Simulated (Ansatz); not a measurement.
```yaml
crystal:
  periodic: [false, false, false]
  atoms:
    - {symbol: B, position_ang: [-0.780071, -0.403821, -0.373431]}
    - {symbol: C, position_ang: [0.164277, 0.712203, 0.175818]}
    - {symbol: N, position_ang: [0.455641, -0.719483, 0.042269]}
    - {symbol: H, position_ang: [-1.784644, -0.832358, -0.828328]}
    - {symbol: H, position_ang: [0.700998, 1.384390, -0.493095]}
    - {symbol: H, position_ang: [0.061562, 1.097227, 1.189993]}
    - {symbol: H, position_ang: [1.243538, -1.306158, 0.241175]}
basis:
  gaussian: {orbitals: cc-pVTZ-DK, final_grid: {core_spheres: 1, valence_spheres: 1, degree: 3}}
hamiltonian: {xc: {name: PBE}}
output: {forces: true}
```

```sh
$ ansatz run in.yaml --threads 2 --pin off --events-out ev --progress --plain --max-ram 4352MiB
```

It prints (some lines left out):

```
Functional definition: PBE
796 factors; their error is unknown
mean field evaluation 1: about -3255.7726 eV, gradient 6.8e1 eV
mean field evaluation 2: about -3224.9501 eV, gradient 1.3e2 eV
mean field evaluation 4: about -3265.2405 eV, gradient 1.4e1 eV
mean field evaluation 8: about -3247.5255 eV, gradient 2.1e2 eV
mean field evaluation 16: about -3340.2605 eV, gradient 3.1e1 eV
a density is far from that of the atoms, so the factors are made again for it
1398 factors; integrals over basis functions are off by at most 3.3e-4 eV
mean field evaluation 32: about -3342.6606 eV, gradient 3.8e1 eV
mean field -3361.31951339 eV, -123.5262137329 hartree, gradient 3.8e-5 eV, S^2 0.000000; 0 other end points of the search recorded, 0 dependent functions left out
reference -3361.31964010 eV, -123.5262183893 hartree; 11, 11 occupied and 135, 135 virtual orbitals, 1398 factors
Total energy: -3361.31964010 eV, -123.5262183893 hartree
Relativity: scalar
Atom 0 at    -0.780071    -0.403821    -0.373431 Å, force   161.009313    41.080269    68.197505 eV/Å
Atom 1 at     0.164277     0.712203     0.175818 Å, force   -58.578876   -50.481802   -30.889405 eV/Å
Atom 2 at     0.455641    -0.719483     0.042269 Å, force   -61.201024   -27.000910   -27.819781 eV/Å
Atom 3 at    -1.784644    -0.832358    -0.828328 Å, force     1.913033     3.648116     1.334163 eV/Å
Atom 4 at     0.700998     1.384390    -0.493095 Å, force    -5.220001    -4.205856     9.595663 eV/Å
Atom 5 at     0.061562     1.097227     1.189993 Å, force     2.737601    -0.614393   -11.356602 eV/Å
Atom 6 at     1.243538    -1.306158     0.241175 Å, force   -40.660046    37.574577    -9.061542 eV/Å
Dipole moment:    -1.526430     1.607342    -0.305923 e Å
```

**Question.** Something in this input is off. What?

**Answer.** The integration grid is far too coarse. The run converged. The result belongs to that input, not to the molecule as meant.
